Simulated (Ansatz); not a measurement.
# C₂H₅O+ (SMILES [CH2+]OC): single points off equilibrium

How do the functionals fare away from a minimum? The structure is a structure displaced at random from a GFN2-xTB minimum.

Computed with Ansatz 0.2.0, Gaussian basis. Level: single points in def2-TZVPP.

Correlated methods freeze the cores.

## Step 1: Starting geometry

SMILES `[CH2+]OC`, 8 atoms, charge 1, spin multiplicity 1.

Atoms are counted from 1 here; the program's logs count them from 0.

Bond lengths: C1–O2 1.253 Å, C1–H4 1.093 Å, C1–H5 1.015 Å, O2–C3 1.441 Å, C3–H6 1.062 Å, C3–H7 1.048 Å, C3–H8 1.196 Å. Angles: O2–C1–H4 118.7°, O2–C1–H5 121.4°, H4–C1–H5 119.8°, C1–O2–C3 129.1°, O2–C3–H6 108.3°, O2–C3–H7 107.9°, O2–C3–H8 109.9°, H6–C3–H7 108.7°, H6–C3–H8 111.7°, H7–C3–H8 110.2°.

As a file:

```xyz
8
charge 1, multiplicity 1
C    -0.87910    0.50980   -0.82600
O    -0.31690   -0.48500   -0.31270
C     0.75250   -0.52770    0.65250
H    -1.61720    0.34540   -1.61550
H    -0.72160    1.44700   -0.47080
H     0.47500   -1.19720    1.42920
H     1.60520   -0.90440    0.17270
H     0.96610    0.57200    1.07080
```

## Step 2: CCSD(T)/def2-TZVPP

run/in.yaml

```yaml
crystal:
  periodic: [false, false, false]
  atoms:
    - {symbol: C, position_ang: [-0.879100, 0.509800, -0.826000]}
    - {symbol: O, position_ang: [-0.316900, -0.485000, -0.312700]}
    - {symbol: C, position_ang: [0.752500, -0.527700, 0.652500]}
    - {symbol: H, position_ang: [-1.617200, 0.345400, -1.615500]}
    - {symbol: H, position_ang: [-0.721600, 1.447000, -0.470800]}
    - {symbol: H, position_ang: [0.475000, -1.197200, 1.429200]}
    - {symbol: H, position_ang: [1.605200, -0.904400, 0.172700]}
    - {symbol: H, position_ang: [0.966100, 0.572000, 1.070800]}
basis:
  gaussian: {orbitals: def2-TZVPP}
total_charge: 1
correlation: {method: ccsd_t}
output: {forces: true}
```

The command line of these runs was not kept.

## Step 3: PBE0-D4/def2-TZVPP

run/in.yaml, as its differences from that of step 2:

```diff
@@ -14,3 +14,3 @@
 total_charge: 1
-correlation: {method: ccsd_t}
-output: {forces: true}
+hamiltonian: {xc: pbe0, dispersion: d4}
+output: {forces: true, orbitals: {seedname: orbitals}}
```

## Step 4: wB97M-V/def2-TZVPP

run/in.yaml, as its differences from that of step 3:

```diff
@@ -14,3 +14,3 @@
 total_charge: 1
-hamiltonian: {xc: pbe0, dispersion: d4}
-output: {forces: true, orbitals: {seedname: orbitals}}
+hamiltonian: {xc: {name: wB97M-V}}
+output: {forces: true}
```

## Step 5: r2SCAN-D4/def2-TZVPP

run/in.yaml, as its differences from that of step 4:

```diff
@@ -14,3 +14,3 @@
 total_charge: 1
-hamiltonian: {xc: {name: wB97M-V}}
+hamiltonian: {xc: r2scan, dispersion: d4}
 output: {forces: true}
```

## Step 6: PBE-D4/def2-TZVPP

run/in.yaml, as its differences from that of step 5:

```diff
@@ -14,3 +14,3 @@
 total_charge: 1
-hamiltonian: {xc: r2scan, dispersion: d4}
+hamiltonian: {xc: pbe, dispersion: d4}
 output: {forces: true}
```

## Step 7: revPBE-D4/def2-TZVPP

run/in.yaml, as its differences from that of step 6:

```diff
@@ -14,3 +14,3 @@
 total_charge: 1
-hamiltonian: {xc: pbe, dispersion: d4}
+hamiltonian: {xc: {name: revPBE}, dispersion: d4}
 output: {forces: true}
```

## Step 8: LC-wPBE/def2-TZVPP

run/in.yaml, as its differences from that of step 7:

```diff
@@ -14,3 +14,3 @@
 total_charge: 1
-hamiltonian: {xc: {name: revPBE}, dispersion: d4}
+hamiltonian: {xc: {name: LC-wPBE}}
 output: {forces: true}
```

(Steps that only read results are left out.)

**Question.** What will these runs give? Wanted: energy less free atoms, CCSD(T)/def2-TZVPP; RMS force component; RMS force error; HOMO and LUMO, PBE0-D4; T1 diagnostic.

As calculated:

| quantity | value |
| --- | --- |
| energy less free atoms, CCSD(T)/def2-TZVPP | -2139.1 kJ/mol |
| RMS force component | 1.506 to 1.609 eV/Å over the methods |
| RMS force error | PBE0-D4 0.259, wB97M-V 0.187, r2SCAN-D4 0.120, PBE-D4 0.218, revPBE-D4 0.207, LC-wPBE 0.298 eV/Å |
| HOMO and LUMO, PBE0-D4 | -16.41 and -9.26 eV |
| T1 diagnostic | 0.018 |

Against CCSD(T) the functionals' energies less atoms differ by -136.1 to -45.3 kJ/mol, PBE-D4 by -136.1 kJ/mol. CCSD(T) in triple zeta still lacks some correlation energy of the bonds, so part of these gaps is its own basis error and they don't rank the functionals. On forces the order runs from r2SCAN-D4 to LC-wPBE. Frozen-core CCSD(T) forces in triple zeta carry basis errors of their own, and this is one geometry, so small gaps rank nothing.
